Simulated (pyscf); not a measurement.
Structures and frequencies: ωB97X-D3(BJ)/def2-SVP in PySCF.

For the elementary gas-phase step `[ZnH2]` + `[CH3][OH]` → `[OH][ZnH]` + `[CH4]` (singlet surface; H–Zn, C–O broken, O–Zn, C–H formed), what barrier and reaction energy does ωB97M-D3(BJ)/def2-TZVP give, measured from the separated reactants?

ΔE‡ = 57.5 kcal/mol, ΔE = -35.3 kcal/mol. Zero-point energy shifts the barrier by -0.8 kcal/mol. It is a four-centre exchange, with an imaginary mode of 1234i cm⁻¹. On the reactant side the descent ends in an adduct with a O–Zn contact, 10.5 kcal/mol under the separated species and 68.5 kcal/mol under the saddle at ωB97X-D3(BJ)/def2-TZVP. What is counted as formed (O–Zn) is already present as a longer contact in the reactant adduct; forming that adduct is a step of its own. From the product side, [HO–Zn]• + H• + CH₄ lies, by one bond made or cut, 9.4 kcal/mol under this saddle at ωB97M-D3(BJ). One saddle was located; it need not be the lowest between these sides. Elements up to Kr have no core potential and no relativistic terms here.
